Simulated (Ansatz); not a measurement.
`OCC=S` and `S=CCCS` differ in one atom or group.

Ansatz, PBE0-D4/def2-TZVP geometries, multiplicity 1. Each molecule was computed in one conformer, which needn't be the lowest.

```csv
property,`OCC=S`
size of the dipole moment (B3LYP/def2-TZVPP) / D,2.05
LUMO energy (PBE0/def2-TZVPP) / eV,-2.45
HOMO–LUMO gap (B3LYP/def2-TZVPP) / eV,4.25
size of the dipole moment (ωB97M-V/def2-TZVPP) / D,2.04
HOMO–LUMO gap (ωB97M-V/def2-TZVPP) / eV,9.07
HOMO–LUMO gap (PBE0/def2-TZVPP) / eV,4.69
```

Give the same properties after the change, and the shifts. (Best estimate.)

Ansatz gave: 
```csv
property,`S=CCCS`,shift
size of the dipole moment (B3LYP/def2-TZVPP) / D,1.40,-0.65
LUMO energy (PBE0/def2-TZVPP) / eV,-2.31,0.14
HOMO–LUMO gap (B3LYP/def2-TZVPP) / eV,3.79,-0.46
size of the dipole moment (ωB97M-V/def2-TZVPP) / D,1.34,-0.70
HOMO–LUMO gap (ωB97M-V/def2-TZVPP) / eV,8.59,-0.48
HOMO–LUMO gap (PBE0/def2-TZVPP) / eV,4.22,-0.47
```

With PBE0 the HOMO rises by 0.61 eV and the LUMO rises by 0.14 eV, so the gap narrows by about 0.47 eV. PBE moves the HOMO by 0.60 eV and ωB97M-V by 0.60 eV. Dipoles are sizes alone; their direction can turn.

B3LYP here is the variant with VWN-RPA as its local correlation; programs differ in this.
